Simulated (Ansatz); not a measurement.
Results of PBE-D3(BJ) (Ansatz, a first-principles code, PAW) for anatase TiO2 (metastable phase).

Settings: plane-wave cutoff 520 eV, 12×12×12 k mesh, Fermi–Dirac smearing 0.01 eV, no spin polarisation, scalar-relativistic PAW data made under PBE.

Computed points:

```tsv
V (Å³/atom)	E − E_lowest (meV/atom)	P (GPa)
10.985	10.38	7.41
11.214	2.54	3.60
11.443	0.00	0.00
11.672	2.44	-3.37
11.900	9.53	-6.52
```

**Question.** Estimate the bulk modulus and its pressure derivative from these points.

**Answer.** V0 = 11.443 Å³/atom, B0 = 174 GPa, B′ = 2.2 (fit to the energies at full precision).

Shape and atoms are relaxed at each volume.

Note: the bulk modulus comes from volumes at which shape and atoms were relaxed.

Static lattice: no zero-point or thermal effects.

Cost on a shared machine: roughly 17 core-minutes.
